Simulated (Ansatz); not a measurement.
## quartet Al₂(-): levels of theory in one basis

| atom | x (Å) | y (Å) | z (Å) |
| --- | --- | --- | --- |
| Al | 0.0000 | 0.0000 | -1.3755 |
| Al | 0.0000 | 0.0000 | 1.3755 |

Basis set: def2-SVP (spherical functions). Frozen core: 10 orbitals. Correlation on ROHF uses semicanonical orbitals with singles. Charge -1, multiplicity 4.

Computed with Ansatz (development build ahead of 0.2.0); each method stands on the lowest determinant of its kind that the runs found.

| method | E − E(ROHF) (eV) | <S²> of the determinant |
| --- | --- | --- |
| ROHF | 0.00 | – |
| UHF | -0.05 | 3.76 |
| ROHF-MP2 | -2.49 | – |
| UHF-MP2 | -2.46 | 3.76 |
| ROHF-CCSD(T) | -3.35 | – |
| UHF-CCSD(T) | -3.35 | 3.76 |

(1) Is a single determinant a sound starting point here?

Results:

(1) By this sign, yes. Unrestricted orbitals gain 0.05 eV and <S²> is 3.76 against 3.75 for a pure state.

Caution: no diffuse functions for an anion.
